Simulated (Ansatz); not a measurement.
Solid bromine was calculated with HSE06-D3(BJ) (PAW; Ansatz, an electronic-structure program).

Settings: plane-wave cutoff 520 eV, 6×6×4 k mesh (along the axes of the cell as run), Fermi–Dirac smearing 0.01 eV, scalar-relativistic PAW data made under PBE.

Starting structure:

```yaml
crystal:
  lattice:
    - [3.33500, -2.24000, 0.00000]
    - [3.33500, 2.24000, 0.00000]
    - [0.00000, 0.00000, 8.72000]
  atoms:
    - { symbol: Br, position: [0.13900, 0.86100, 0.88900] }
    - { symbol: Br, position: [0.36100, 0.63900, 0.38900] }
    - { symbol: Br, position: [0.63900, 0.36100, 0.61100] }
    - { symbol: Br, position: [0.86100, 0.13900, 0.11100] }
```

Task: Into what structure does the relaxation of cell and atoms lead at this level, with the symmetry of the start kept?

Result: The volume decreases by 3.7 %; final space group Cmce.
```yaml
crystal:
  lattice:
    - [3.38600, -2.14356, 0.00000]
    - [3.38600, 2.14356, 0.00000]
    - [0.00000, 0.00000, 8.64721]
  atoms:
    - { symbol: Br, position: [0.13911, 0.86089, 0.88571] }
    - { symbol: Br, position: [0.36089, 0.63911, 0.38571] }
    - { symbol: Br, position: [0.63911, 0.36089, 0.61429] }
    - { symbol: Br, position: [0.86089, 0.13911, 0.11429] }
```
